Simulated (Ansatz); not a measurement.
**C₂H (doublet): the correlation ladder, cc-pVQZ**

An exercise on one series of results from a longer session: the logs are not shown, and one member is left open.

Program: Ansatz 0.2.0, Gaussian basis. Level of theory: cc-pVQZ, core rule «outside noble gas», up to 2 orbitals frozen. These are calculated values, not measurements.

To be run: UHF; CCSD(T) on ROHF; CCSD(T) on UHF; BCCD(T) on ROHF; CCSDT(Q) on ROHF; CCSDT(Q) on UHF; CASSCF and MRCISD+Q, 9 electrons in 9 orbitals; CASSCF and NEVPT2, 9 electrons in 9 orbitals.

18 further runs of the same task are left out: 1 that didn't finish, 17 set aside as unsound or not needed.

**The system**

The geometry is an MP2(full)/6-31G* stationary point (not a proven minimum).

3 atoms, charge 0, spin multiplicity 2.

Atoms are counted from 1 here; the program's logs count them from 0.

Bond lengths: C1–C2 1.180 Å, C1–H3 1.065 Å. Angles: C2–C1–H3 180.0°.

Set-up of the first run:

in.yaml reads:

```yaml
crystal:
  periodic: [false, false, false]
  atoms:
    - {symbol: C, position_ang: [0.000000, 0.000000, 0.038407]}
    - {symbol: C, position_ang: [0.000000, 0.000000, -1.141383]}
    - {symbol: H, position_ang: [0.000000, 0.000000, 1.102977]}
basis:
  gaussian: {orbitals: cc-pVQZ}
magnetization: {spin_polarized: true, initial_magnetization: 1}
hamiltonian: {xc: hf}
output: {orbitals: {seedname: orbitals}}
```

Command:

```
> ansatz run in.yaml --threads 1 --pin off --events-out ev --progress --plain --max-ram 2880MiB --backend cpu
```

Steps of the session up to this table: UHF; CCSD(T) on ROHF; CCSD(T) on UHF; BCCD(T) on ROHF; CCSDT(Q) on ROHF; CCSDT(Q) on UHF; CASSCF and MRCISD+Q, 9 electrons in 9 orbitals; CASSCF and NEVPT2, 9 electrons in 9 orbitals.

One of the session's tables, all rows but one given; the rest of the session is left out.

```
          method  from UCCSDT(Q) (kcal/mol)
            ROHF                    +200.67
             UHF                    +192.32
            RMP2                     +18.64
            UMP2                     +27.99
           RCCSD                     +11.12
           UCCSD                     +11.11
        RCCSD(T)                      +0.96
        UCCSD(T)                          ?
         BCCD(T)                      +0.97
          RCCSDT                      +0.76
          UCCSDT                      +0.74
       RCCSDT(Q)                      +0.02
       UCCSDT(Q)                          0
  CASSCF valence                    +116.18
  NEVPT2 valence                     +21.28
  MRCISD valence                      +7.17
MRCISD+Q valence                      +1.44
```

**Question.** Estimate the row for UCCSD(T).

The run gave: from UCCSDT(Q) (kcal/mol): +1.39. In the column «from UCCSDT(Q) (kcal/mol)» it lies between BCCD(T) (+0.97) and MRCISD+Q valence (+1.44).

With the free atoms at the same levels and basis (separate runs), the atomisation energy is 11.264 eV at UCCSDT(Q), 11.254 eV at RCCSD(T), 11.231 eV at UCCSD(T), 7.936 eV at ROHF.

To keep in mind: Restricted and unrestricted rows rest on different reference determinants; where their highest levels disagree by more than a few hundredths of an eV, they describe different states and don't form one ladder.
